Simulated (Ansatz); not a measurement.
Input file for CH₄BO (`CB[O]`) radical:

```yaml
crystal:
  periodic: [false, false, false]
  atoms:
    - {symbol: C, position_ang: [-0.582345, 0.347918, -0.184612]}
    - {symbol: B, position_ang: [0.722677, -0.463734, 0.194474]}
    - {symbol: O, position_ang: [1.056880, -1.608296, -0.298101]}
    - {symbol: H, position_ang: [-1.192521, -0.166764, -0.925225]}
    - {symbol: H, position_ang: [-0.287036, 1.328336, -0.567013]}
    - {symbol: H, position_ang: [-1.167439, 0.515327, 0.723300]}
    - {symbol: H, position_ang: [1.511084, -0.020688, 1.011478]}
basis:
  gaussian: {orbitals: cc-pV(D+d)Z}
magnetization: {spin_polarized: true, initial_magnetization: 1}
correlation: {method: ccsd_t}
scf: {omitted_lower_state_checks: [cluster_reference]}
```

```sh
$ ansatz run in.yaml --threads 2 --pin off --events-out ev --progress --plain --max-ram 20480MiB --backend cpu
```

Log, shortened:

```
Functional definition: HF
561 factors; integrals over basis functions are off by at most 1.1e-3 eV
mean field evaluation 1: about -3797.9138 eV, gradient 2.7e1 eV
mean field evaluation 2: about -3798.0042 eV, gradient 2.7e1 eV
mean field evaluation 4: about -3802.3551 eV, gradient 4.7e0 eV
mean field evaluation 8: about -3803.1387 eV, gradient 6.2e-1 eV
mean field evaluation 16: about -3803.1517 eV, gradient 2.5e-5 eV
mean field -3803.15167499 eV, -139.7632461872 hartree, gradient 2.3e-6 eV, S^2 0.764918; 4 other end points of the search recorded, 0 dependent functions left out
3 core orbitals not correlated: weight in the atoms' cores, before any rotation towards them, 1.000 or more for the frozen orbitals, at most 0.000 for the correlated occupied ones
reference -3803.15167499 eV, -139.7632461872 hartree; 9, 8 occupied and 50, 51 virtual orbitals, 561 factors
second order -10.13911508 eV of doubles, -0.00000000 eV of singles
cycle   1  -10.86791381 eV  change   -7.3e-1 eV  update   8.8e-2
cycle   2  -11.22196150 eV  change   -3.5e-1 eV  update   3.4e-2
cycle   3  -11.32991010 eV  change   -1.1e-1 eV  update   2.7e-2
cycle   4  -11.35986082 eV  change   -3.0e-2 eV  update   1.6e-2
cycle   5  -11.36723844 eV  change   -7.4e-3 eV  update   5.8e-3
cycle   6  -11.37086270 eV  change   -3.6e-3 eV  update   2.0e-3
cycle   7  -11.37130049 eV  change   -4.4e-4 eV  update   7.7e-4
cycle   8  -11.37133462 eV  change   -3.4e-5 eV  update   3.4e-4
cycle   9  -11.37132625 eV  change    8.4e-6 eV  update   1.6e-4
cycle  10  -11.37130425 eV  change    2.2e-5 eV  update   8.9e-5
cycle  11  -11.37133510 eV  change   -3.1e-5 eV  update   5.6e-5
cycle  12  -11.37133118 eV  change    3.9e-6 eV  update   3.5e-5
cycle  13  -11.37132401 eV  change    7.2e-6 eV  update   1.8e-5
cycle  14  -11.37131525 eV  change    8.8e-6 eV  update   7.1e-6
perturbative correction -0.30836933 eV, -0.0113323640 hartree
Total energy: -3814.83135958 eV, -140.1924666789 hartree
Checks for a lower state left out: cluster_reference
```

Run time 5.5 s (2 threads of a server CPU on a shared host); peak host memory 0.4 GiB.

Correlation energy per correlated electron: -0.687 eV. T1 diagnostic: 0.0322.
